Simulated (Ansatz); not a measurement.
## doublet CCl: levels of theory in one basis

| atom | x (Å) | y (Å) | z (Å) |
| --- | --- | --- | --- |
| C | -0.0091 | -0.0349 | -0.7948 |
| Cl | 0.0178 | 0.0113 | 0.8748 |

Basis set: def2-SVP (spherical functions). Correlated methods keep 6 orbitals frozen. Correlation on ROHF uses semicanonical orbitals with singles. Charge 0, multiplicity 2.

Computed with Ansatz (development build ahead of 0.2.0); each method stands on the lowest determinant of its kind that the runs found.

```tsv
method	E − E(ROHF) (eV)	<S²> of the determinant
ROHF	0.00	0.75
UHF	-0.13	0.76
ROHF-MP2	-6.05	–
UHF-MP2	-6.03	0.76
ROHF-CCSD(T)	-7.03	–
UHF-CCSD(T)	-7.03	0.76
```
